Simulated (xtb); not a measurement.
xtb input (GFN1-xTB):

```bash
xtb mol.xyz --gfn 1 --opt tight --chrg 0 --uhf 0
```
mol.xyz:
```
2

Na    -0.00000000    -0.00000000    -1.43481058
Cl     0.00000000     0.00000000     0.92840684
```

Output:

```
           -------------------------------------------------
          |                Calculation Setup                |
           -------------------------------------------------

           -------------------------------------------------
          |                 G F N 1 - x T B                 |
           -------------------------------------------------

        Reference                      10.1021/acs.jctc.7b00118
      * Hamiltonian:
        H0-scaling (s, p, d)           1.850000    2.250000    2.000000
        zeta-weighting                 0.000000
      * Dispersion:
        s8                             2.400000
        a1                             0.630000
        a2                             5.000000
        s9                             0.000000
      * Repulsion:
        kExp                           1.500000
        rExp                           1.000000
      * Coulomb:
        alpha                          2.000000
        third order                    atomic
        anisotropic                    false
      * Halogen bond correction:
        rad-scale                      1.300000
        damping                        0.440000

          ...................................................
          :                      SETUP                      :
          :.................................................:
          :  # basis functions                  14          :
          :  # atomic orbitals                  13          :
          :  # shells                            5          :
          :  # electrons                         8          :
          :  # halogen bonds                     0          :
          :  max. iterations                   250          :
          :  Hamiltonian                  GFN1-xTB          :
          :  restarted?                      false          :
          :  GBSA solvation                  false          :
          :  PC potential                    false          :
          :  electronic temp.          300.0000000     K    :
          :  accuracy                    1.0000000          :
          :  -> integral cutoff          0.2500000E+02      :
          :  -> integral neglect         0.1000000E-07      :
          :  -> SCF convergence          0.1000000E-05 Eh   :
          :  -> wf. convergence          0.2000000E-04 e    :
          :  Broyden damping             0.4000000          :
          :  net charge                          0          :
          :  unpaired electrons                  0          :
          ...................................................

 iter      E             dE          RMSdq      gap      omega  full diag
   1     -4.6053696 -0.460537E+01  0.429E+00    6.06       0.0  T
   2     -4.6054007 -0.310764E-04  0.255E+00    5.96       1.0  T
   3     -4.6054125 -0.117999E-04  0.393E-02    5.83       1.8  T
   4     -4.6054133 -0.789152E-06  0.525E-03    5.85      13.5  T
   5     -4.6054133 -0.445864E-08  0.705E-04    5.85     100.3  T
   6     -4.6054133 -0.583347E-10  0.143E-05    5.85    4955.7  T
   7     -4.6054133 -0.923706E-13  0.192E-08    5.85  100000.0  T
[...]
         7                         -0.1519769              -4.1355
         8                          0.0055454               0.1509
         9                          0.0302371               0.8228
       ...                                ...                  ...
        13                          0.0317882               0.8650
      -------------------------------------------------------------
                  HL-Gap            0.2207965 Eh            6.0082 eV
             Fermi-level           -0.3342610 Eh           -9.0957 eV

 SCC (total)                   0 d,  0 h,  0 min,  0.002 sec
 SCC setup                      ...        0 min,  0.000 sec (  3.731%)
 Dispersion                     ...        0 min,  0.000 sec (  1.185%)
 classical contributions        ...        0 min,  0.000 sec (  0.300%)
 integral evaluation            ...        0 min,  0.001 sec ( 35.604%)
 iterations                     ...        0 min,  0.000 sec ( 18.031%)
 molecular gradient             ...        0 min,  0.001 sec ( 35.309%)
 printout                       ...        0 min,  0.000 sec (  5.048%)

         :::::::::::::::::::::::::::::::::::::::::::::::::::::
         ::                     SUMMARY                     ::
         :::::::::::::::::::::::::::::::::::::::::::::::::::::
         :: total energy              -4.602946964604 Eh    ::
         :: gradient norm              0.000003456479 Eh/a0 ::
         :: HOMO-LUMO gap              6.008178870143 eV    ::
         ::.................................................::
         :: SCC energy                -4.608443495625 Eh    ::
         :: -> electrostatic           0.036539210160 Eh    ::
         :: repulsion energy           0.005733205390 Eh    ::
         :: dispersion energy         -0.000236674369 Eh    ::
         :: halogen bond corr.         0.000000000000 Eh    ::
         :: add. restraining           0.000000000000 Eh    ::
         :: total charge               0.000000000000 e     ::
         :::::::::::::::::::::::::::::::::::::::::::::::::::::

           -------------------------------------------------
          |                Property Printout                |
           -------------------------------------------------

    * Orbital Energies and Occupations

         #    Occupation            Energy/Eh            Energy/eV
      -------------------------------------------------------------
         1        2.0000           -0.8369247             -22.7739
         2        2.0000           -0.4454861             -12.1223
         3        2.0000           -0.4446593             -12.0998
         4        2.0000           -0.4446593             -12.0998 (HOMO)
         5                         -0.2238628              -6.0916 (LUMO)
         6                         -0.1519769              -4.1355
         7                         -0.1519769              -4.1355
         8                          0.0055454               0.1509
         9                          0.0302371               0.8228
        10                          0.0302371               0.8228
        11                          0.0304533               0.8287
        12                          0.0317882               0.8650
        13                          0.0317882               0.8650
      -------------------------------------------------------------
                  HL-Gap            0.2207965 Eh            6.0082 eV
             Fermi-level           -0.3342610 Eh           -9.0957 eV

  Mulliken/CM5 charges         n(s)   n(p)   n(d)
     1Na    0.72353  0.86218   0.094  0.183  0.000
     2Cl   -0.72353 -0.86218   1.910  5.814 -0.000

Wiberg/Mayer (AO) data.
largest (>0.10) Wiberg bond orders for each atom

 ---------------------------------------------------------------------------
     #   Z sym  total        # sym  WBO       # sym  WBO       # sym  WBO
 ---------------------------------------------------------------------------
     1  11 Na   0.527 --     2 Cl   0.527
     2  17 Cl   0.527 --     1 Na   0.527
 ---------------------------------------------------------------------------

Topologies differ in total number of bonds
Writing topology from bond orders to xtbtopo.mol

 dipole moment from electron density (au)
     X       Y       Z
  -0.0000  -0.0000  -3.7440  total (Debye):    9.516

           -------------------------------------------------
          |                Geometry Summary                 |
           -------------------------------------------------

      molecular mass/u    :       58.4427069
   center of mass at/Å    :        0.0000000       0.0000000      -0.0101047
  moments of inertia/u·Å² :        0.0000000E+00   0.7249034E+02   0.7249034E+02
rotational constants/cm⁻¹ :             Infinity   0.2325500E+00   0.2325500E+00

 * 1 selected distances

     #   Z          #   Z                                           value/Å
     0   0          0   0                                         0.0000000 (max)

 * 0 distinct bonds (by element types)

   Z      Z             #   av. dist./Å        max./Å        min./Å

optimized geometry written to: xtbopt.xyz

           -------------------------------------------------
          | TOTAL ENERGY               -4.602946964604 Eh   |
          | GRADIENT NORM               0.000003456479 Eh/α |
          | HOMO-LUMO GAP               6.008178870143 eV   |
           -------------------------------------------------
Note: The following floating-point exceptions are signalling: IEEE_DIVIDE_BY_ZERO IEEE_DENORMAL
normal termination of xtb

------------------------------------------------------------------------
------------------------------------------------------------------------
 total:
 SCF:
 ANC optimizer:
```
